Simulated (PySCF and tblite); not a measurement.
Results of a calculation; reference values are marked as such.
Stationary points of C$_{3}$H$_{3}$FO$_{2}$ at B3LYP-D3(BJ)/def2-SVP, in Å:

Structure A

```
 1 O    -1.888   -0.576    0.464
 2 C    -1.380    0.451    0.082
 3 C     0.060    0.641   -0.200
 4 F     0.347    1.831   -0.758
 5 C     1.061   -0.232    0.025
 6 O     0.884   -1.397    0.690
 7 H    -1.976    1.379   -0.116
 8 H     2.084    0.047   -0.266
 9 H     0.808   -2.144    0.079
```

Structure B

```
 1 O    -1.539   -0.835    0.451
 2 C    -1.233    0.302    0.076
 3 C     0.132    0.680   -0.181
 4 F     0.385    1.939   -0.586
 5 C     1.152   -0.215   -0.018
 6 O     0.959   -1.456    0.377
 7 H    -2.007    1.086   -0.081
 8 H     2.194    0.066   -0.212
 9 H    -0.029   -1.560    0.513
```

Structure C

```
 1 O    -2.005   -0.460    0.518
 2 C    -1.437    0.532    0.120
 3 C     0.001    0.636   -0.154
 4 F     0.405    1.849   -0.592
 5 C     0.943   -0.324   -0.020
 6 O     0.674   -1.565    0.404
 7 H    -1.978    1.494   -0.082
 8 H     1.980   -0.069   -0.272
 9 H     1.487   -2.084    0.427
```

Geometries: B3LYP-D3(BJ)/def2-SVP; energies: PBE0/pcSseg-1 + D3(BJ), IEF-PCM cyclohexane; zero-point and thermal terms from GFN2-xTB harmonic modes (soft modes blended into free rotors).

Task: Which structure is a saddle point, and along which motion?

Result: A: one imaginary mode (587i cm⁻¹ at GFN2-xTB, mostly on H9), along the rotation about the C5–O6 bond (torsion C3–C5–O6–H from 0° to 180°, rising).

Task: Give their symmetry and energies above the lowest.

Result: A C1, 15.0 kcal/mol; B Cs, 0.0 kcal/mol; C Cs, 10.1 kcal/mol.
